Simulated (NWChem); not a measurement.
# One site exchanged: Cu, H, Ag, Na

Each species was optimised at PBE0/def2-SVP with NWChem, gas phase unless a solvent is named. def2 effective core potentials on Ag; no spin-orbit coupling.

A: [Cu][Cl] (CuCl)
B: Cl (HCl)
C: [Cl][Ag] (AgCl)
D: [Cl][Na] (NaCl)

```
quantity                                                  A (Cu)  B (H)  C (Ag)  D (Na)
--------------------------------------------------------  ------  -----  ------  ------
Pauling electronegativity of the site (pymatgen's table)    1.90   2.20    1.93    0.93
electrons in the molecule                                     46     18      64      28
dipole (D), PBE0/def2-SVP                                   5.33   1.38    5.32    8.22
orbital gap (eV), PBE0/def2-SVP                             4.40   9.92    4.23    4.54
vertical ionisation energy, ΔSCF, PBE/def2-SVP (eV)         9.43  12.55    9.99    9.15
static polarisability, PBE/def2-SVPD (bohr³)                40.7   17.8    43.6    34.7
lowest singlet excitation, PBE/def2-SVPD, TDA (eV)          2.11   7.38    2.41    3.13
```

“Dipole (D), PBE0/def2-SVP” runs from 1.38 in B (H) to 8.22 in D (Na). “Orbital gap (eV), PBE0/def2-SVP” runs from 4.23 in C (Ag) to 9.92 in B (H), falling in step with the number of electrons. “Vertical ionisation energy, ΔSCF, PBE/def2-SVP (eV)” runs from 9.15 in D (Na) to 12.55 in B (H), rising in step with the site's electronegativity. “Static polarisability, PBE/def2-SVPD (bohr³)” runs from 17.8 in B (H) to 43.6 in C (Ag), rising in step with the number of electrons. “Lowest singlet excitation, PBE/def2-SVPD, TDA (eV)” runs from 2.11 in A (Cu) to 7.38 in B (H), in no step with either the site's electronegativity or the electron count. The order by orbital gap (eV) is neither the same as nor the reverse of the order by lowest singlet excitation. The order by vertical ionisation energy is neither the same as nor the reverse of the order by static polarisability.

These are trends among computed rows of three or four species; they are not measurements.
